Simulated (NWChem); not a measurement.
System: formic acid (CH2O2); SMILES O=CO

Here is an NWChem input.

```
start job
memory heap 200 mb stack 900 mb global 1100 mb
geometry units angstroms noautoz
  O      0.121020    -1.128359     0.000000
  C     -0.400509     0.113751     0.000000
  O      0.238457     1.135163     0.000000
  H      1.093099    -1.024214     0.000000
  H     -1.498209     0.046858     0.000000
end
basis spherical
  O library def2-svpd
  C library def2-svpd
  H library def2-svpd
end
dft
  xc b3lyp
  iterations 150
  vectors input atomic output neutral.movecs
end
task dft energy
charge 1
dft
  odft
  mult 2
  vectors input atomic output cation.movecs
end
task dft energy
charge -1
dft
  odft
  mult 2
  vectors input atomic output anion.movecs
end
task dft energy
```

NWChem printed, in part:

```
             Northwest Computational Chemistry Package (NWChem) 7.3.0
             --------------------------------------------------------

 CS  symmetry detected

                             Geometry "geometry" -> ""
                             -------------------------

 Output coordinates in angstroms (scale by  1.889725989 to convert to a.u.)

  No.       Tag          Charge          X              Y              Z
 ---- ---------------- ---------- -------------- -------------- --------------
    1 O                    8.0000     0.13054884    -1.11696751     0.00000000
    2 C                    6.0000    -0.40467055     0.11930510     0.00000000
    3 O                    8.0000     0.22297240     1.14771375     0.00000000
    4 H                    1.0000     1.10141798    -1.00208981     0.00000000
    5 H                    1.0000    -1.50156456     0.04028933     0.00000000

 Effective nuclear repulsion energy (a.u.)      69.9810702463

      Symmetry information
      --------------------

 Group name             Cs
 Group number              2
 Group order               2
 No. of unique centers     5

                                 NWChem DFT Module
                                 -----------------

 Summary of "ao basis" -> "ao basis" (spherical)
 ------------------------------------------------------------------------------
       Tag                 Description            Shells   Functions and Types
 ---------------- ------------------------------  ------  ---------------------
 O                         def2-svpd                 9       23   4s3p2d
 C                         def2-svpd                 8       20   4s2p2d
 H                         def2-svpd                 4        8   2s2p

      Symmetry analysis of basis
      --------------------------

        a'         58
        a"         24

            General Information
            -------------------
          SCF calculation type: DFT
          Wavefunction type:  closed shell.
          No. of atoms     :     5
          No. of electrons :    24
           Alpha electrons :    12
            Beta electrons :    12
          Charge           :     0
          Spin multiplicity:     1
          Use of symmetry is: on ; symmetry adaption is: on
          Maximum number of iterations: 150
          AO basis - number of functions:    82
                     number of shells:    34
          Convergence on energy requested:  1.00D-06
          Convergence on density requested:  1.00D-05
          Convergence on gradient requested:  5.00D-04

              XC Information
              --------------
                         B3LYP Method XC Potential
                     Hartree-Fock (Exact) Exchange  0.200
                        Slater Exchange Functional  0.800 local
                    Becke 1988 Exchange Functional  0.720 non-local
              Lee-Yang-Parr Correlation Functional  0.810
                  VWN I RPA Correlation Functional  0.190 local

             Grid Information
             ----------------
          Grid used for XC integration:  medium
          Radial quadrature: Mura-Knowles
          Angular quadrature: Lebedev.
          Tag              B.-S. Rad. Rad. Pts. Rad. Cut. Ang. Pts.
          ---              ---------- --------- --------- ---------
          O                   0.60       49          10.0       434
          C                   0.70       49           8.0       434
          H                   0.35       45          10.0       434
          Grid pruning is: on
          Number of quadrature shells:   237
          Spatial weights used:  Erf1

      Superposition of Atomic Density Guess
      -------------------------------------

 Sum of atomic energies:        -188.01217783

      Non-variational initial energy
      ------------------------------

 Total energy =    -189.175227
 1-e energy   =    -395.675735
 2-e energy   =     136.519438
 HOMO         =      -0.407938
 LUMO         =       0.018427

      Symmetry analysis of molecular orbitals - initial
      -------------------------------------------------

  Numbering of irreducible representations:

     1 a'          2 a"

  Orbital symmetries:

     1 a'          2 a'          3 a'          4 a'          5 a'
     6 a'          7 a'          8 a'          9 a"         10 a'
    11 a"         12 a'         13 a"         14 a'         15 a'
    16 a'         17 a"         18 a'         19 a'         20 a"
    21 a'         22 a'

   convergence    iter        energy       DeltaE   RMS-Dens  Diis-err
 ---------------- ----- ----------------- --------- --------- ---------
 d= 0,ls=0.0,diis     1   -189.5188832931 -2.59D+02  2.20D-02  1.02D+00
 d= 0,ls=0.0,diis     2   -189.2285103136  2.90D-01  1.40D-02  4.23D+00
 d= 0,ls=0.0,diis     3   -189.6270033920 -3.98D-01  3.09D-03  1.23D-01
 d= 0,ls=0.0,diis     4   -189.6349247138 -7.92D-03  1.18D-03  4.16D-02
 d= 0,ls=0.0,diis     5   -189.6387560921 -3.83D-03  2.22D-04  8.11D-04
  Resetting Diis
 d= 0,ls=0.0,diis     6   -189.6388303207 -7.42D-05  5.26D-05  3.33D-05
 d= 0,ls=0.0,diis     7   -189.6388341342 -3.81D-06  1.53D-05  7.63D-07
 d= 0,ls=0.0,diis     8   -189.6388340470  8.73D-08  9.89D-06  1.75D-06

         Total DFT energy =     -189.638834046953
      One electron energy =     -397.417138381627
           Coulomb energy =      161.071687396283
    Exchange-Corr. energy =      -23.274453307927
 Nuclear repulsion energy =       69.981070246318

 Numeric. integr. density =       24.000000094967

                  Occupations of the irreducible representations
                  ----------------------------------------------

                     irrep           alpha         beta
                     --------     --------     --------
                     a'               10.0         10.0
                     a"                2.0          2.0

                       DFT Final Molecular Orbital Analysis
                       ------------------------------------

 Vector   10  Occ=2.000000D+00  E=-4.259317D-01  Symmetry=a'
              MO Center=  5.5D-04, -2.1D-01,  4.4D-17, r^2= 2.2D+00
   Bfn.  Coefficient  Atom+Function         Bfn.  Coefficient  Atom+Function
  ----- ------------  ---------------      ----- ------------  ---------------
     6      0.307648  1 O  py                49      0.298151  3 O  py
     5      0.277593  1 O  px                29     -0.217887  2 C  py
    67      0.210327  4 H  s                  3     -0.209123  1 O  s
    75      0.195928  5 H  s                 28     -0.192150  2 C  px
    48      0.191902  3 O  px                 9      0.184432  1 O  py

 Vector   11  Occ=2.000000D+00  E=-3.527612D-01  Symmetry=a"
              MO Center=  1.5D-01, -1.2D-03, -3.4D-16, r^2= 1.9D+00
   Bfn.  Coefficient  Atom+Function         Bfn.  Coefficient  Atom+Function
  ----- ------------  ---------------      ----- ------------  ---------------
     7      0.469307  1 O  pz                50     -0.442301  3 O  pz
    10      0.325968  1 O  pz                53     -0.291809  3 O  pz
    30     -0.134978  2 C  pz                13      0.068539  1 O  pz
    56     -0.068739  3 O  pz                33     -0.045113  2 C  pz
    35     -0.044111  2 C  d -1              63      0.025202  3 O  d -1

 Vector   12  Occ=2.000000D+00  E=-3.114575D-01  Symmetry=a'
              MO Center=  4.0D-02,  7.4D-01, -4.8D-16, r^2= 1.5D+00
   Bfn.  Coefficient  Atom+Function         Bfn.  Coefficient  Atom+Function
  ----- ------------  ---------------      ----- ------------  ---------------
    48      0.504099  3 O  px                51      0.336061  3 O  px
    49     -0.299198  3 O  py                 6     -0.241817  1 O  py
    27      0.242253  2 C  s                 52     -0.208658  3 O  py
    75      0.193884  5 H  s                  9     -0.167152  1 O  py
     4     -0.136596  1 O  s                 54      0.099524  3 O  px

 Vector   13  Occ=0.000000D+00  E=-2.890381D-02  Symmetry=a"
              MO Center= -3.0D-01,  2.3D-01, -2.2D-15, r^2= 1.8D+00
   Bfn.  Coefficient  Atom+Function         Bfn.  Coefficient  Atom+Function
  ----- ------------  ---------------      ----- ------------  ---------------
    30      0.553861  2 C  pz                33      0.398360  2 C  pz
    50     -0.380685  3 O  pz                53     -0.320866  3 O  pz
     7     -0.247123  1 O  pz                10     -0.199851  1 O  pz
    82      0.123400  5 H  pz                74     -0.093050  4 H  pz
    42      0.086529  2 C  d  1              56     -0.079797  3 O  pz

 Vector   14  Occ=0.000000D+00  E= 4.664906D-03  Symmetry=a'
              MO Center=  1.3D+00, -1.0D+00, -1.2D-15, r^2= 4.4D+00
   Bfn.  Coefficient  Atom+Function         Bfn.  Coefficient  Atom+Function
  ----- ------------  ---------------      ----- ------------  ---------------
    27      3.331519  2 C  s                 47     -1.310393  3 O  s
    68     -0.954819  4 H  s                 76     -0.817807  5 H  s
    11      0.756021  1 O  px                12     -0.552641  1 O  py
    72      0.541004  4 H  px                26      0.467282  2 C  s
    54      0.433777  3 O  px                55      0.327371  3 O  py

 Vector   15  Occ=0.000000D+00  E= 3.394505D-02  Symmetry=a'
              MO Center= -1.8D+00,  6.4D-02, -2.9D-15, r^2= 5.5D+00
   Bfn.  Coefficient  Atom+Function         Bfn.  Coefficient  Atom+Function
  ----- ------------  ---------------      ----- ------------  ---------------
    27      7.128065  2 C  s                 76     -3.341614  5 H  s
    47     -2.861714  3 O  s                  4     -2.663688  1 O  s
    26      1.460827  2 C  s                 80     -1.016707  5 H  px
    55      0.734135  3 O  py                31     -0.723046  2 C  px
    12     -0.658922  1 O  py                41     -0.395108  2 C  d  0

     Multipole analysis of the density
     ---------------------------------

     L   x y z        total         alpha         beta         nuclear
     -   - - -        -----         -----         ----         -------
     0   0 0 0     -0.000000    -12.000000    -12.000000     24.000000

     1   1 0 0     -0.067403     -0.033701     -0.033701      0.000000
     1   0 1 0     -0.610118     -0.305059     -0.305059      0.000000
     1   0 0 1     -0.000000     -0.000000     -0.000000      0.000000

     2   2 0 0    -10.279795    -14.039784    -14.039784     17.799773
     2   1 1 0     -1.863102      0.091871      0.091871     -2.046845
     2   1 0 1     -0.000000     -0.000000     -0.000000      0.000000
     2   0 2 0    -16.259691    -46.715402    -46.715402     77.171112
     2   0 1 1     -0.000000     -0.000000     -0.000000      0.000000
     2   0 0 2    -12.848484     -6.424242     -6.424242      0.000000

                                 NWChem DFT Module
                                 -----------------

      Symmetry analysis of basis
      --------------------------

        a'         58
        a"         24

            General Information
            -------------------
          SCF calculation type: DFT
          Wavefunction type:  spin polarized.
          No. of atoms     :     5
          No. of electrons :    23
           Alpha electrons :    12
            Beta electrons :    11
          Charge           :     1
          Spin multiplicity:     2
          Use of symmetry is: on ; symmetry adaption is: on
          Maximum number of iterations: 150
          AO basis - number of functions:    82
                     number of shells:    34
          Convergence on energy requested:  1.00D-06
          Convergence on density requested:  1.00D-05
          Convergence on gradient requested:  5.00D-04

              XC Information
              --------------
                         B3LYP Method XC Potential
                     Hartree-Fock (Exact) Exchange  0.200
                        Slater Exchange Functional  0.800 local
                    Becke 1988 Exchange Functional  0.720 non-local
              Lee-Yang-Parr Correlation Functional  0.810
                  VWN I RPA Correlation Functional  0.190 local

             Grid Information
             ----------------
          Grid used for XC integration:  medium
          Radial quadrature: Mura-Knowles
          Angular quadrature: Lebedev.
          Tag              B.-S. Rad. Rad. Pts. Rad. Cut. Ang. Pts.
          ---              ---------- --------- --------- ---------
          O                   0.60       49          10.0       434
          C                   0.70       49           8.0       434
          H                   0.35       45          10.0       434
          Grid pruning is: on
          Number of quadrature shells:   237
          Spatial weights used:  Erf1

      Superposition of Atomic Density Guess
      -------------------------------------

 Sum of atomic energies:        -188.01217783

 Renormalizing density from      24.00 to     23

      Non-variational initial energy
      ------------------------------

 Total energy =    -183.828345
 1-e energy   =    -379.189247
 2-e energy   =     125.379831
 HOMO         =      -0.826727
 LUMO         =      -0.396011

   Symmetry analysis of molecular orbitals - initial alpha
   -------------------------------------------------------

  Numbering of irreducible representations:

     1 a'          2 a"

  Orbital symmetries:

     1 a'          2 a'          3 a'          4 a'          5 a'
     6 a'          7 a'          8 a'          9 a"         10 a'
    11 a"         12 a'         13 a"         14 a'         15 a'
    16 a'         17 a'         18 a"         19 a'         20 a'
    21 a'         22 a"

   Symmetry analysis of molecular orbitals - initial beta
   ------------------------------------------------------

  Numbering of irreducible representations:

     1 a'          2 a"

  Orbital symmetries:

     1 a'          2 a'          3 a'          4 a'          5 a'
     6 a'          7 a'          8 a'          9 a"         10 a'
    11 a"         12 a'         13 a"         14 a'         15 a'
    16 a'         17 a'         18 a"         19 a'         20 a'
    21 a'         22 a"

   convergence    iter        energy       DeltaE   RMS-Dens  Diis-err
 ---------------- ----- ----------------- --------- --------- ---------
 d= 0,ls=0.0,diis     1   -188.9873382599 -2.59D+02  1.20D-02  4.73D-01
                                                     1.30D-02  5.29D-01
 d= 0,ls=0.0,diis     2   -188.6081056218  3.79D-01  7.85D-03  1.66D+00
                                                     7.61D-03  1.43D+00
 d= 0,ls=0.0,diis     3   -189.2096354669 -6.02D-01  1.01D-03  5.49D-03
                                                     1.14D-03  5.95D-03
 d= 0,ls=0.0,diis     4   -189.2109500507 -1.31D-03  6.83D-04  6.91D-03
                                                     6.74D-04  5.15D-03
 d= 0,ls=0.0,diis     5   -189.2128420661 -1.89D-03  2.57D-04  1.51D-03
                                                     3.46D-04  1.83D-03
  Resetting Diis
 d= 0,ls=0.0,diis     6   -189.2136113817 -7.69D-04  1.22D-04  1.25D-04
                                                     1.41D-04  5.57D-05
 d= 0,ls=0.0,diis     7   -189.2136863184 -7.49D-05  4.19D-05  5.39D-06
                                                     3.69D-05  2.53D-06
 d= 0,ls=0.0,diis     8   -189.2136906093 -4.29D-06  1.36D-05  2.90D-06
                                                     2.18D-05  4.95D-06
 d= 0,ls=0.0,diis     9   -189.2136922859 -1.68D-06  1.43D-05  1.95D-06
                                                     1.92D-05  9.70D-07
 d= 0,ls=0.0,diis    10   -189.2136933178 -1.03D-06  5.93D-06  4.40D-07
                                                     6.99D-06  4.13D-07
 d= 0,ls=0.0,diis    11   -189.2136935462 -2.28D-07  2.19D-06  4.87D-08
                                                     4.13D-06  5.52D-08

[...]
```

Level: B3LYP/def2-SVPD, vertical spin-unrestricted ions. The geometry was optimised at B3LYP/6-31G* (spherical d).
